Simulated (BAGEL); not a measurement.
# BH2O (SMILES [BH]O): UHF/3-21G (density fitting with qzvpp-jkfit)

Aim: the vertical doublet–quartet gap of BH2O at UHF/3-21G (density fitting with qzvpp-jkfit), from 2 runs. 

The results are computed with BAGEL 1.2.2.

3 further runs of the same task are left out: 1 that didn't finish, 2 set aside as unsound or not needed. Runs told in other sessions of the task aren't counted.

## (1) The system as given

BH2O: 4 atoms, total charge 0, spin state doublet. SMILES: `[BH]O`. Geometry: relaxed at PBE0-D4/def2-TZVP.

Bond lengths: B1–O2 1.333 Å, B1–H3 1.201 Å, O2–H4 0.961 Å. Angles: B1–O2–H4 114.6°, O2–B1–H3 121.0°.

## (2) A single-point energy at UHF/3-21G (density fitting with qzvpp-jkfit)

File calc.json:

```json
{ "bagel" : [

{
  "title" : "molecule",
  "basis" : "3-21g",
  "df_basis" : "qzvpp-jkfit",
  "angstrom" : true,
  "geometry" : [
    { "atom" : "B", "xyz" : [      -0.006100,      -0.485500,       0.388300 ] },
    { "atom" : "O", "xyz" : [       0.119700,       0.544500,      -0.448600 ] },
    { "atom" : "H", "xyz" : [      -1.064200,      -1.032400,       0.540300 ] },
    { "atom" : "H", "xyz" : [       1.006100,       0.913200,      -0.500300 ] }
  ]
},

{ "title" : "uhf", "nopen" : 1 },

{ "title" : "print", "file" : "orbitals.molden", "orbitals" : true }

]}
```

Run with:

```
$ BAGEL_NUM_THREADS=1 BAGEL calc.json > calc.out
```

The program printed:

```text
* using 1 threads per process

  ===============================================================
  ===============================================================

  *** Geometry ***

  { "atom" : "B", "xyz" : [     -0.011527,     -0.917462,      0.733781 ] },
  { "atom" : "O", "xyz" : [      0.226200,      1.028956,     -0.847731 ] },
  { "atom" : "H", "xyz" : [     -2.011047,     -1.950953,      1.021019 ] },
  { "atom" : "H", "xyz" : [      1.901253,      1.725698,     -0.945430 ] },

  Number of auxiliary basis functions:      188

  Since a DF basis is specified, we compute 2- and 3-index integrals:
    o Being stored without compression. Storage requirement is 0.001 GB

  Number of basis functions:       22
  Number of electrons      :       15

    * METHOD: MOLECULE                             0.02

  *** Open-shell HF ***

  === Nuclear Repulsion ===
    25.9416964311

      * DIIS with orbital gradients will be used.

  === UHF iteration (3-21g) ===
      0       -100.03059396          0.09700762           0.00
      1       -100.09243390          0.06139875           0.00
      2       -100.11127585          0.03941130           0.00
      3       -100.12216204          0.00318385           0.00
      4       -100.12281604          0.00080351           0.00
      5       -100.12290661          0.00017750           0.00
      6       -100.12292249          0.00005837           0.00
      7       -100.12292680          0.00002137           0.00
      8       -100.12292799          0.00000455           0.00
      9       -100.12292810          0.00000346           0.00
     10       -100.12292815          0.00000220           0.00
     11       -100.12292816          0.00000112           0.00
     12       -100.12292816          0.00000025           0.00
     13       -100.12292816          0.00000007           0.00
     14       -100.12292816          0.00000003           0.00
     15       -100.12292816          0.00000000           0.00
    * SCF iteration converged.

    * S^2 (UHF) is 0.7528

    * Permanent dipole moment:
           (   -0.682629,    -0.240192,     0.002675) a.u.

    * METHOD: UHF                                  0.06

    * METHOD: PRINT                                0.00

  ===============================================================
```

Run time: 0.2 s. Hardware: 1 thread of Arm Neoverse V2, shared host.

## (3) The quartet at the same level

File calc.json:

```json
{ "bagel": [

{
  "title": "molecule",
  "basis": "3-21g",
  "df_basis": "qzvpp-jkfit",
  "angstrom": true,
  "geometry": [
    { "atom": "B", "xyz": [      -0.006100,      -0.485500,       0.388300 ] },
    { "atom": "O", "xyz": [       0.119700,       0.544500,      -0.448600 ] },
    { "atom": "H", "xyz": [      -1.064200,      -1.032400,       0.540300 ] },
    { "atom": "H", "xyz": [       1.006100,       0.913200,      -0.500300 ] }
  ]
},

{
  "title": "uhf",
  "nopen": 3
},

{
  "title": "print",
  "file": "orbitals.molden",
  "orbitals": true
}

]}
```

Run with:

```
$ BAGEL_NUM_THREADS=1 BAGEL calc.json > calc.out
```

The program printed:

```text
* using 1 threads per process

  ===============================================================
  ===============================================================

  *** Geometry ***

  { "atom" : "B", "xyz" : [     -0.011527,     -0.917462,      0.733781 ] },
  { "atom" : "O", "xyz" : [      0.226200,      1.028956,     -0.847731 ] },
  { "atom" : "H", "xyz" : [     -2.011047,     -1.950953,      1.021019 ] },
  { "atom" : "H", "xyz" : [      1.901253,      1.725698,     -0.945430 ] },

  Number of auxiliary basis functions:      188

  Since a DF basis is specified, we compute 2- and 3-index integrals:
    o Being stored without compression. Storage requirement is 0.001 GB

  Number of basis functions:       22
  Number of electrons      :       15

    * METHOD: MOLECULE                             0.02

  *** Open-shell HF ***

  === Nuclear Repulsion ===
    25.9416964311

      * DIIS with orbital gradients will be used.

  === UHF iteration (3-21g) ===
      0        -99.74958680          0.07187497           0.00
      1        -99.80985857          0.03969636           0.00
      2        -99.82735168          0.02792079           0.00
      3        -99.83565481          0.00957263           0.00
      4        -99.84411449          0.00507785           0.00
      5        -99.84669139          0.00136575           0.00
      6        -99.84685767          0.00066792           0.00
      7        -99.84688719          0.00033926           0.00
      8        -99.84689041          0.00017573           0.00
      9        -99.84689171          0.00002699           0.00
     10        -99.84689175          0.00000444           0.00
     11        -99.84689175          0.00000145           0.00
     12        -99.84689175          0.00000053           0.00
     13        -99.84689175          0.00000015           0.00
     14        -99.84689175          0.00000010           0.00
     15        -99.84689175          0.00000006           0.00
     16        -99.84689175          0.00000003           0.00
     17        -99.84689175          0.00000002           0.00
     18        -99.84689175          0.00000001           0.00
    * SCF iteration converged.

    * S^2 (UHF) is 3.7532

    * Permanent dipole moment:
           (    0.217725,     0.285504,    -0.177823) a.u.

    * METHOD: UHF                                  0.07

    * METHOD: PRINT                                0.00

  ===============================================================
```

It took 0.22 s on 1 thread of Arm Neoverse V2, shared host.

## (4) Summary of results

At UHF/3-21G (density fitting with qzvpp-jkfit):

| quantity | value |
| --- | --- |
| doublet: total energy | -100.12293 Eh |
| doublet: dipole moment | 1.84 D |
| doublet: ⟨S²⟩ | 0.753 |
| quartet: total energy | -99.84689 Eh |
| quartet: dipole moment | 1.02 D |
| quartet: ⟨S²⟩ | 3.753 |
| vertical energy of the quartet above the doublet | 7.511 eV |

What this shows: At this shape the quartet lies 7.51 eV (173 kcal/mol) above the doublet.
